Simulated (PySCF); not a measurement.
Gas-phase reaction: 4 F + 3 C3H4 (allene) → CF4 + 2 C4H6 (butadiene)

Energies from PySCF, thermal terms from the rigid-rotor harmonic-oscillator model, ideal gas at 1 bar. The comparison is the NASA 1993 polynomial table, which mixes measured and estimated data. † marks an energy on the PBE0/def2-TZVP geometry and frequencies; other levels use their own. CCSD(T) freezes the core. Open shells (unrestricted): F (multiplicity 2, electronic degeneracy 6); the rest are closed-shell singlets. Spin-orbit splitting is ignored; it lowers the true energy and changes the entropy of F. CCSD(T) isn't extrapolated to the basis-set limit; its ΔH°(298 K) is -1546.8 kJ in def2-SVP and -1561.5 kJ in def2-TZVPP. The harmonic model lacks anharmonicity and excited electronic states, which grow with temperature; levels with a mode under 35 cm⁻¹ are left out. Internal rotation in C4H6 (butadiene) is treated as a harmonic vibration of one conformer, which makes the entropy rough.

```csv
level,"ΔH°(298 K), kJ",minus table,"ΔG°(2000 K), kJ"
table,-1603.4,-,-489.4
BLYP/def2-TZVP†,-1533.8,69.6,-391.2
CCSD(T)/def2-SVP†,-1546.8,56.6,-404.2
CCSD(T)/def2-TZVPP†,-1561.5,41.9,-418.8
HF/def2-TZVP†,-1087.3,516.1,55.3
PBE0/def2-QZVP†,-1578.5,24.9,-435.9
PBE0/def2-SVP†,-1651.3,-47.9,-508.6
PBE0/def2-TZVP,-1579.3,24.1,-436.6
ωB97M-V/def2-TZVP†,-1590.0,13.4,-447.4
```
